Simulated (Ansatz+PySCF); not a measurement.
## doublet LiH(-): levels of theory in one basis

```xyz
2

Li    0.0000    0.0000   -0.3995
H     0.0000    0.0000    1.1984
```

Basis set: aug-cc-pVDZ (spherical functions). All electrons are correlated. Correlation on ROHF uses semicanonical orbitals with singles. Charge -1, multiplicity 2.

Computed with Ansatz (development build ahead of 0.2.0); each method stands on the lowest determinant of its kind that the runs found. NEVPT2 correlates all electrons. Active spaces start from the frontier orbitals, and the lowest solution found is given.

| method | E − E(ROHF) (eV) | <S²> of the determinant |
| --- | --- | --- |
| ROHF | 0.00 | 0.75 |
| UHF | 0.00 | 0.75 |
| ROHF-MP2 | -0.78 | – |
| ROHF-CCSD | -1.05 | – |
| ROHF-CCSD(T) | -1.06 | – |
| full CI (lowest root of this spin) | -1.07 | – |
| CASSCF(3,3) | -0.42 | – |
| SC-NEVPT2(3,3) | -0.81 | – |

Task: Is a single determinant a sound starting point here?

Result: By this sign, yes. Unrestricted orbitals gain 0.00 eV and <S²> is 0.75 against 0.75 for a pure state. The CASSCF(3,3) natural occupations are 1.97, 1.00, 0.03.

Caution for CASSCF(3,3): other starts end on other solutions of this active space.
